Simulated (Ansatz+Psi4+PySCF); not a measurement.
## doublet C₂H₂F: levels of theory in one basis

```xyz
5

C     0.0000    0.4377    0.0000
C     1.1919   -0.1451    0.0000
F    -1.1489   -0.2783    0.0000
H    -0.1864    1.5058    0.0000
H     2.0839    0.4663    0.0000
```

Basis set: cc-pVTZ (spherical functions). Frozen core: 3 orbitals. Correlation on ROHF uses semicanonical orbitals with singles. Charge 0, multiplicity 2.

Computed with Ansatz (development build ahead of 0.2.0) and Psi4 1.11; each method stands on the lowest determinant of its kind that the runs found.

| method | E − E(ROHF) (eV) | <S²> of the determinant |
| --- | --- | --- |
| ROHF | 0.00 | 0.75 |
| UHF | -0.26 | 0.99 |
| ROHF-MP2 | -14.72 | – |

Problem. What does UHF-MP2 give on the same scale?

Solution. -14.44 eV.

Caution for UHF, UHF-MP2: the unrestricted determinant is spin contaminated.
